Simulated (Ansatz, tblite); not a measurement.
**The cluster Tl₂F+: rung by rung**

One table from this session's results is given with a row withheld; the runs are named, their logs left out.

The runs use Ansatz 0.2.0, Gaussian basis; as each input shows.

The runs, in order: GFN1-xTB, GFN2-xTB, PBE-D4/def2-TZVP, r2SCAN-D4/def2-TZVP, B2PLYP/def2-TZVP, r2SCAN0-D4/def2-TZVP, r2SCANh-D4/def2-TZVP, BHLYP-D4/def2-TZVP, PBE-QIDH/def2-TZVP, LC-ωPBE(0.10)/def2-TZVP, LC-ωPBE(0.15)/def2-TZVP, LC-ωPBE(0.20)/def2-TZVP, LC-ωPBE(0.30)/def2-TZVP, PBE-D4/def2-SVP, PBE0-D4/def2-SVP, CCSD(T)/def2-TZVPP, MP2/def2-TZVP, RPA/def2-TZVP.

2 further runs of the same task are left out: 2 set aside as unsound or not needed.

### The structure

The geometry is that of the singlet, from an earlier relaxation (PBE-D4/def2-TZVP). At that level it is the lowest of the isomers that a small search found.

3 atoms, charge 1, spin multiplicity 1.

Bond lengths: Tl1–F3 2.314 Å, Tl2–F3 2.314 Å. Angles: Tl1–F3–Tl2 180.0°.

Tl takes a core potential in the def2 sets. No spin-orbit coupling is included. The ion is computed in the gas phase, without counter-ions or solvent.

PBE0-D4/def2-TZVP was run before; its log isn't repeated, and its numbers join the tables.

The first run:

Tight binding, by tblite at 300 K electronic temperature and without a spin-polarisation term:

```python
tblite.interface.Calculator('GFN1-xTB', numbers, positions, charge=1, uhf=0).singlepoint()
```

Tight binding, by tblite at 300 K electronic temperature and without a spin-polarisation term:

```python
tblite.interface.Calculator('GFN2-xTB', numbers, positions, charge=1, uhf=0).singlepoint()
```

start.molden holds the orbitals of an earlier run on this state, given as this run's starting guess.

in.yaml reads:

```yaml
crystal:
  periodic: [false, false, false]
  atoms:
    - {symbol: Tl, position_ang: [0.506645, 1.264182, 1.871086]}
    - {symbol: Tl, position_ang: [-0.506162, -1.263881, -1.871423]}
    - {symbol: F, position_ang: [-0.000493, -0.000291, 0.000327]}
basis:
  gaussian: {orbitals: def2-TZVP, initial_orbitals: start.molden}
total_charge: 1
hamiltonian: {xc: pbe, dispersion: d4}
scf: {omitted_lower_state_checks: [starts]}
output: {forces: true, orbitals: {seedname: orbitals}}
```

The run is started by

```
$ ansatz run in.yaml --threads 2 --pin off --events-out ev --progress --plain --max-ram 4352MiB
```

Among the steps run: PBE-D4/def2-TZVP; r2SCAN-D4/def2-TZVP; B2PLYP/def2-TZVP; r2SCAN0-D4/def2-TZVP; r2SCANh-D4/def2-TZVP; BHLYP-D4/def2-TZVP; PBE-QIDH/def2-TZVP; LC-ωPBE(0.10)/def2-TZVP; LC-ωPBE(0.15)/def2-TZVP; LC-ωPBE(0.20)/def2-TZVP; LC-ωPBE(0.30)/def2-TZVP; PBE-D4/def2-SVP; PBE0-D4/def2-SVP; CCSD(T)/def2-TZVPP; MP2/def2-TZVP; RPA/def2-TZVP.

One table of the session follows, with a row left open; its other results are not shown here.

```
                  level  HOMO (eV)  LUMO (eV)  gap (eV)
        PBE-D4/def2-SVP     -11.49      -6.22      5.27
       PBE-D4/def2-TZVP     -11.60      -6.23      5.37
    r2SCAN-D4/def2-TZVP     -11.86      -5.88      5.98
   r2SCANh-D4/def2-TZVP     -12.30      -5.62      6.68
       PBE0-D4/def2-SVP     -12.58      -5.45      7.13
      PBE0-D4/def2-TZVP     -12.71      -5.46      7.25
   r2SCAN0-D4/def2-TZVP     -12.95      -5.24      7.71
     BHLYP-D4/def2-TZVP     -13.74      -4.87      8.87
LC-ωPBE(0.10)/def2-TZVP     -13.03      -4.89      8.14
LC-ωPBE(0.15)/def2-TZVP          ?          ?         ?
LC-ωPBE(0.20)/def2-TZVP     -13.99      -4.05      9.95
LC-ωPBE(0.30)/def2-TZVP     -14.62      -3.67     10.94
```

Estimate the missing values for LC-ωPBE(0.15)/def2-TZVP.

The run gave: HOMO (eV): -13.57; LUMO (eV): -4.40; gap (eV): 9.17. In the column «HOMO (eV)» it lies between BHLYP-D4/def2-TZVP (-13.74) and LC-ωPBE(0.10)/def2-TZVP (-13.03).
